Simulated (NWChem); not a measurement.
System: methanethiol (CH4S); SMILES CS

NWChem input:

```
start job
memory heap 200 mb stack 900 mb global 1100 mb
geometry units angstroms noautosym nocenter noautoz
  C      0.007372     1.144073     0.000000
  S      0.073678    -0.666908     0.000000
  H     -0.485965     1.537229     0.899863
  H      1.050474     1.489261     0.000000
  H     -0.485965     1.537229    -0.899863
  H     -1.259317    -0.880595     0.000000
end
basis spherical
  C library 6-31g*
  S library 6-31g*
  H library 6-31g*
end
dft
  xc m05-2x
  iterations 150
end
cosmo
  do_cosmo_smd true
  solvent propanol
end
task dft energy
```

Output (shortened):

```
             Northwest Computational Chemistry Package (NWChem) 7.3.0
             --------------------------------------------------------

                             Geometry "geometry" -> ""
                             -------------------------

 Output coordinates in angstroms (scale by  1.889725989 to convert to a.u.)

  No.       Tag          Charge          X              Y              Z
 ---- ---------------- ---------- -------------- -------------- --------------
    1 C                    6.0000     0.00737200     1.14407300     0.00000000
    2 S                   16.0000     0.07367800    -0.66690800     0.00000000
    3 H                    1.0000    -0.48596500     1.53722900     0.89986300
    4 H                    1.0000     1.05047400     1.48926100     0.00000000
    5 H                    1.0000    -0.48596500     1.53722900    -0.89986300
    6 H                    1.0000    -1.25931700    -0.88059500     0.00000000

 Effective nuclear repulsion energy (a.u.)      56.2440185353

                                 NWChem DFT Module
                                 -----------------

 Summary of "ao basis" -> "ao basis" (spherical)
 ------------------------------------------------------------------------------
       Tag                 Description            Shells   Functions and Types
 ---------------- ------------------------------  ------  ---------------------
 C                           6-31g*                  6       14   3s2p1d
 S                           6-31g*                  8       18   4s3p1d
 H                           6-31g*                  2        2   2s

 in cosmo_initialize ...
 calling solv_data for solv:propanol

 solvent parameters
 solvname_short: propanol
 solvname_long:  1-propanol
 dielec:       20.5240
 dielecinf:     1.9182
 nonaqueous SMD model solvent descriptors
 dielec:       20.5240
 sola:          0.3700
 solb:          0.4800
 solc:          0.0000
 solg:         33.5700
 solh:          0.0000
 soln:          1.3850

          ---------------
          -cosmo- solvent
          ---------------
 Cosmo: York-Karplus, doi: 10.1021/jp992097l
 dielectric constant -eps-     =  20.52
 screen = (eps-1)/(eps    )    =   0.95128
 surface charge correction     = lagrangian

   van der Waals surface
 --------------------------

 ---------- ATOMIC COORDINATES (A.U.) ------------ VDWR(ANG.) --
     1    0.01393106    2.16198448    0.00000000     1.850
     2    0.13923123   -1.26027338    0.00000000     2.490
     3   -0.91834069    2.90494159    1.70049450     1.200
     4    1.98510802    2.81429522    0.00000000     1.200
     5   -0.91834069    2.90494159   -1.70049450     1.200
     6   -2.37976406   -1.66408326    0.00000000     1.200
 number of segments per atom =        128
 number of   points per atom =        128
 atom (   nspa,  nppa )
 ----------------------
    1 (     50,     0 )       0
    2 (    108,     0 )       0
    3 (     53,     0 )       0
    4 (     48,     0 )       0
    5 (     53,     0 )       0
    6 (     20,     0 )       0
 number of -cosmo- surface points =      332
 molecular surface =     93.413 angstrom**2
 molecular volume  =     77.283 angstrom**3
 -lineq- algorithm             =   0
 -bem- low  level              =   3
 -bem- from -octahedral-
 gaussian surface charge width =   4.50000
 degree of switching           =   1.00000
 switching function tolerance  =   0.00010
 atomic radii =
 --------------
    1  6.000  1.850
    2 16.000  2.490
    3  1.000  1.200
    4  1.000  1.200
    5  1.000  1.200
    6  1.000  1.200
 ...... end of -cosmo- initialization ......

 nat:                     6
 ixmem:                  2111
 calling mnsol_interface()
 G(SMD-CDS) energy (kcal/mol)  =    -0.582
 SMD-CDS SASA (angstrom**2)    =    98.476

            General Information
            -------------------
          SCF calculation type: DFT
          Wavefunction type:  closed shell.
          No. of atoms     :     6
          No. of electrons :    26
           Alpha electrons :    13
            Beta electrons :    13
          Charge           :     0
          Spin multiplicity:     1
          Use of symmetry is: off; symmetry adaption is: off
          Maximum number of iterations: 150
          AO basis - number of functions:    40
                     number of shells:    22
          Convergence on energy requested:  1.00D-06
          Convergence on density requested:  1.00D-05
          Convergence on gradient requested:  5.00D-04

              XC Information
              --------------
                       M05-2X Method XC Functional
                     Hartree-Fock (Exact) Exchange  0.560
                M05-2X metaGGA Exchange Functional  0.440
                      M05-2X Correlation Potential  1.000

             Grid Information
             ----------------
          Grid used for XC integration:  medium
          Radial quadrature: Mura-Knowles
          Angular quadrature: Lebedev.
          Tag              B.-S. Rad. Rad. Pts. Rad. Cut. Ang. Pts.
          ---              ---------- --------- --------- ---------
          C                   0.70       49           7.0       434
          S                   1.00       88           8.0       590
          H                   0.35       45           9.0       434
          Grid pruning is: on
          Number of quadrature shells:   317
          Spatial weights used:  Erf1

      Superposition of Atomic Density Guess
      -------------------------------------

 Sum of atomic energies:        -437.10886526

      Non-variational initial energy
      ------------------------------

 Total energy =    -437.945420
 1-e energy   =    -713.248396
 2-e energy   =     219.058957
 HOMO         =      -0.280463
 LUMO         =       0.071246

   convergence    iter        energy       DeltaE   RMS-Dens  Diis-err
 ---------------- ----- ----------------- --------- --------- ---------
     COSMO gas phase
 d= 0,ls=0.0,diis     1   -438.6279455080 -4.95D+02  1.02D-02  1.56D-01
 d= 0,ls=0.0,diis     2   -438.6454149059 -1.75D-02  3.97D-03  3.41D-02
 d= 0,ls=0.0,diis     3   -438.6492034975 -3.79D-03  1.33D-03  5.72D-03
 d= 0,ls=0.0,diis     4   -438.6499648805 -7.61D-04  2.59D-04  1.53D-04
 d= 0,ls=0.0,diis     5   -438.6499866789 -2.18D-05  6.27D-05  2.89D-06
 d= 0,ls=0.0,diis     6   -438.6499872323 -5.53D-07  1.42D-05  2.65D-07
 d= 0,ls=0.0,diis     7   -438.6499872741 -4.18D-08  3.59D-06  6.85D-09

   convergence    iter        energy       DeltaE   RMS-Dens  Diis-err
 ---------------- ----- ----------------- --------- --------- ---------
     COSMO solvation phase
 d= 0,ls=0.0,diis     1   -438.6553347200 -5.35D-03  2.36D-03  1.36D-03
 d= 0,ls=0.0,diis     2   -438.6558588141 -5.24D-04  6.65D-04  2.06D-04
 d= 0,ls=0.0,diis     3   -438.6559027706 -4.40D-05  2.81D-04  3.59D-05
 d= 0,ls=0.0,diis     4   -438.6559107824 -8.01D-06  5.26D-05  3.67D-06
 d= 0,ls=0.0,diis     5   -438.6559113239 -5.41D-07  1.27D-05  2.38D-07
 d= 0,ls=0.0,diis     6   -438.6559113583 -3.44D-08  2.86D-06  1.39D-08

         Total DFT energy =     -438.655911358313
      One electron energy =     -715.215766861674
           Coulomb energy =      252.927394811894
    Exchange-Corr. energy =      -32.568221111717
 Nuclear repulsion energy =       56.244018535336

             COSMO energy =       -0.043336732151

 Numeric. integr. density =       26.000001182100

                                COSMO-SMD solvation results
                                ---------------------------

             internal energy in gas <Psi(g)|H|Psi(g)> =      -438.649987274111
         internal energy in solvent <Psi(s)|H|Psi(s)> =      -438.649306471597
                               delta internal energy  =         0.000680802514 (    0.43 kcal/mol)
   total free energy in solvent <Psi(s)|H+V/2|Psi(s)> =      -438.654984584334
 polarization energy contribution <Psi(s)|V/2|Psi(s)> =        -0.005678112737 (   -3.56 kcal/mol)
    total free energy in solvent including G(SMD-CDS) =      -438.655911358313
                       G(SMD-CDS) energy contribution =        -0.000926773980 (   -0.58 kcal/mol)
     1 M fixed-concentration free energy of solvation =        -0.005924084202 (   -3.72 kcal/mol)

                       DFT Final Molecular Orbital Analysis
                       ------------------------------------

 Vector   11  Occ=2.000000D+00  E=-4.478144D-01
              MO Center=  5.3D-02,  4.6D-01, -2.6D-10, r^2= 2.2D+00
   Bfn.  Coefficient  Atom+Function         Bfn.  Coefficient  Atom+Function
  ----- ------------  ---------------      ----- ------------  ---------------
    22      0.357392  2 S  py                 4     -0.284496  1 C  py
     3     -0.269893  1 C  px                35     -0.221837  4 H  s
    21      0.195825  2 S  px                36     -0.180928  4 H  s
    40     -0.171888  6 H  s                 39     -0.170153  6 H  s
     8     -0.161226  1 C  py                 7     -0.152035  1 C  px

 Vector   12  Occ=2.000000D+00  E=-3.903929D-01
              MO Center=  1.0D-01, -3.8D-01, -5.8D-10, r^2= 2.2D+00
   Bfn.  Coefficient  Atom+Function         Bfn.  Coefficient  Atom+Function
  ----- ------------  ---------------      ----- ------------  ---------------
    21      0.401330  2 S  px                22     -0.361475  2 S  py
    24      0.289453  2 S  s                 20      0.240246  2 S  s
     4      0.220330  1 C  py                40     -0.170952  6 H  s
    25      0.159709  2 S  px                 3     -0.155586  1 C  px
    17     -0.154671  2 S  px                26     -0.152353  2 S  py

 Vector   13  Occ=2.000000D+00  E=-2.939809D-01
              MO Center=  3.3D-02, -5.1D-01,  1.6D-09, r^2= 1.9D+00
   Bfn.  Coefficient  Atom+Function         Bfn.  Coefficient  Atom+Function
  ----- ------------  ---------------      ----- ------------  ---------------
    23      0.670775  2 S  pz                27      0.449767  2 S  pz
    19     -0.253951  2 S  pz                 5     -0.127907  1 C  pz
    34     -0.122040  3 H  s                 38      0.122040  5 H  s
    33     -0.095082  3 H  s                 37      0.095082  5 H  s
     9     -0.059212  1 C  pz

 Vector   14  Occ=0.000000D+00  E= 8.133680D-02
              MO Center= -8.4D-03, -4.2D-01, -1.1D-10, r^2= 3.3D+00
   Bfn.  Coefficient  Atom+Function         Bfn.  Coefficient  Atom+Function
  ----- ------------  ---------------      ----- ------------  ---------------
     6      1.183740  1 C  s                 40     -0.897347  6 H  s
    26     -0.871218  2 S  py                25     -0.639986  2 S  px
     8     -0.387286  1 C  py                22     -0.301361  2 S  py
    34     -0.265535  3 H  s                 38     -0.265535  5 H  s
    21     -0.261883  2 S  px                36     -0.214289  4 H  s

 Vector   15  Occ=0.000000D+00  E= 1.317103D-01
              MO Center= -4.0D-01, -5.1D-01, -2.1D-10, r^2= 3.2D+00
   Bfn.  Coefficient  Atom+Function         Bfn.  Coefficient  Atom+Function
  ----- ------------  ---------------      ----- ------------  ---------------
    40      1.363868  6 H  s                 24     -1.224664  2 S  s
    25      0.888695  2 S  px                 6      0.836379  1 C  s
    26     -0.743730  2 S  py                 8     -0.718962  1 C  py
    20     -0.446420  2 S  s                 21      0.319359  2 S  px
     4     -0.236717  1 C  py                22     -0.174882  2 S  py

 Vector   16  Occ=0.000000D+00  E= 1.938717D-01
              MO Center=  9.8D-02,  1.3D+00, -6.3D-10, r^2= 3.8D+00
   Bfn.  Coefficient  Atom+Function         Bfn.  Coefficient  Atom+Function
  ----- ------------  ---------------      ----- ------------  ---------------
     6      2.009276  1 C  s                 36     -1.242028  4 H  s
    34     -1.003022  3 H  s                 38     -1.003022  5 H  s
     8      0.735562  1 C  py                40      0.410102  6 H  s
    24     -0.389875  2 S  s                 20      0.347688  2 S  s
     4      0.278419  1 C  py                25      0.272514  2 S  px

     Multipole analysis of the density
     ---------------------------------

     L   x y z        total         alpha         beta         nuclear
     -   - - -        -----         -----         ----         -------
     0   0 0 0     -0.000000    -13.000000    -13.000000     26.000000

     1   1 0 0     -0.484356     -0.282153     -0.282153      0.079949
     1   0 1 0      0.724350      0.478361      0.478361     -0.232372
     1   0 0 1     -0.000000     -0.000000     -0.000000      0.000000

     2   2 0 0    -14.149562    -12.875761    -12.875761     11.601960
     2   1 1 0      1.244615     -0.169970     -0.169970      1.584555
     2   1 0 1      0.000000      0.000000      0.000000      0.000000
     2   0 2 0    -14.878450    -47.951469    -47.951469     81.024487
     2   0 1 1      0.000000      0.000000      0.000000      0.000000
     2   0 0 2    -16.791101    -11.287232    -11.287232      5.783363
```

Level: M05-2X/6-31G* (spherical d), SMD on the gas-phase geometry. Geometry: optimised at PBE0/def2-SVP. Solvent: 1-propanol.
